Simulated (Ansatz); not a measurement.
# C2H3FO: the cost of one run

Method: the levels named in each step, in Ansatz 0.2.0.

**1. Starting point**

Bond lengths: C1–C2 1.485 Å, C2–O3 1.178 Å, C2–F4 1.368 Å, C1–H5 1.093 Å, C1–H6 1.085 Å, C1–H7 1.085 Å. Angles: C1–C2–O3 130.8°, C1–C2–F4 110.2°, O3–C2–F4 119.0°, C2–C1–H5 109.0°, C2–C1–H6 110.2°, C2–C1–H7 109.3°, H5–C1–H6 110.3°, H5–C1–H7 107.6°, H6–C1–H7 110.3°.

Coordinates:

```xyz
7

C    -1.4426   -0.2194   -0.0297
C     0.0410   -0.1609   -0.0252
O     0.8456   -1.0111   -0.1558
F     0.4614    1.1264    0.1705
H    -1.8165    0.1666    0.9215
H    -1.7767   -1.2412   -0.1794
H    -1.8249    0.4217   -0.8178
```

**2. A rough first relaxation, PBE-D4/def2-SVP**

This run stands in another session on the same molecule. It ended at:

```xyz
7

C    -1.4416   -0.2195   -0.0273
C     0.0572   -0.1507   -0.0227
O     0.8526   -1.0320   -0.1579
F     0.4736    1.1390    0.1690
H    -1.8364    0.1703    0.9323
H    -1.7751   -1.2598   -0.1824
H    -1.8429    0.4348   -0.8270
```

**3. Relaxation, PBE0-D4/def2-TZVPP**

The input, input.yaml:

```yaml
crystal:
  periodic: [false, false, false]
  atoms:
    - { symbol: C, position_ang: [-1.44159679, -0.21947058, -0.0272891] }
    - { symbol: C, position_ang: [0.05723977, -0.15065747, -0.0226937] }
    - { symbol: O, position_ang: [0.85255872, -1.03196787, -0.15794094] }
    - { symbol: F, position_ang: [0.47355568, 1.13895505, 0.16901756] }
    - { symbol: H, position_ang: [-1.83642989, 0.17032148, 0.93225719] }
    - { symbol: H, position_ang: [-1.77510387, -1.25977094, -0.18240599] }
    - { symbol: H, position_ang: [-1.8428736, 0.43481033, -0.82695502] }
basis:
  gaussian: { orbitals: def2-TZVPP }
hamiltonian:
  xc: pbe0
  dispersion: d4
relax:
  f_tol: 0.002
  max_steps: 150
```

Run with:

```bash
ansatz run input.yaml --threads 4 --pin off --max-ram 10240MiB --backend cpu --events-out ev --progress --plain --runs-dir out
```

What time and memory should one allow on 4 threads of Intel Xeon at 2.70GHz, shared host?

About 17 s, with a peak of 0.31 GiB.
